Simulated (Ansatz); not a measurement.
# Si2H4Cl+: one structure at several levels

The task here is to estimate one member of a computed series from the others.

The runs use Ansatz 0.2.0, Gaussian basis; single points in def2-TZVPP.

Cores are frozen in the correlated methods.

## The system as given

SMILES `[SiH2+][SiH2]Cl`, 7 atoms, charge 1, spin multiplicity 1.

Atoms are counted from 1 here; the program's logs count them from 0.

Bond lengths: Si1–Si2 2.463 Å, Si1–H4 1.443 Å, Si1–H5 1.445 Å, Si2–Cl3 1.990 Å, Si2–H6 1.488 Å, Si2–H7 1.499 Å. Angles: Si2–Si1–H4 130.4°, Si2–Si1–H5 126.3°, H4–Si1–H5 103.2°, Si1–Si2–Cl3 109.5°, Si1–Si2–H6 103.5°, Si1–Si2–H7 103.3°, Cl3–Si2–H6 113.2°, Cl3–Si2–H7 115.6°, H6–Si2–H7 110.5°.

Geometry (Å):

```xyz
7

Si   -1.1247    0.2203   -0.7068
Si    0.9449   -0.0761    0.5953
Cl    1.0607   -1.9543    1.2435
H    -2.1422   -0.7339   -1.0772
H    -1.5444    1.4271   -1.3809
H     0.8086    0.9163    1.6960
H     2.0180    0.3450   -0.3628
```

The first run:

Input file run/in.yaml:

```yaml
crystal:
  periodic: [false, false, false]
  atoms:
    - {symbol: Si, position_ang: [-1.124700, 0.220300, -0.706800]}
    - {symbol: Si, position_ang: [0.944900, -0.076100, 0.595300]}
    - {symbol: Cl, position_ang: [1.060700, -1.954300, 1.243500]}
    - {symbol: H, position_ang: [-2.142200, -0.733900, -1.077200]}
    - {symbol: H, position_ang: [-1.544400, 1.427100, -1.380900]}
    - {symbol: H, position_ang: [0.808600, 0.916300, 1.696000]}
    - {symbol: H, position_ang: [2.018000, 0.345000, -0.362800]}
basis:
  gaussian: {orbitals: def2-TZVPP}
total_charge: 1
correlation: {method: ccsd_t}
output: {forces: true}
```

The command line of these runs was not kept.

Steps of the session up to this table: CCSD(T)/def2-TZVPP; PBE0-D4/def2-TZVPP; wB97M-V/def2-TZVPP; r2SCAN-D4/def2-TZVPP; PBE-D4/def2-TZVPP; SPW92/def2-TZVPP; revPBE-D4/def2-TZVPP.

One table of the session follows, with a row left open; its other results are not shown here.

```
   method  RMS force component (eV/Å)  angle to CCSD(T) forces (°)
  CCSD(T)                       0.400                    reference
  PBE0-D4                       0.399                         15.9
  wB97M-V                       0.391                          6.9
r2SCAN-D4                       0.392                         15.7
   PBE-D4                       0.465                         25.7
    SPW92                       0.483                         38.9
revPBE-D4                           ?                            ?
```

Q: Estimate the row for revPBE-D4 from the others.

The run gave: RMS force component (eV/Å): 0.477; angle to CCSD(T) forces (°): 24.4. In the column «RMS force component (eV/Å)» it lies between PBE-D4 (0.465) and SPW92 (0.483).
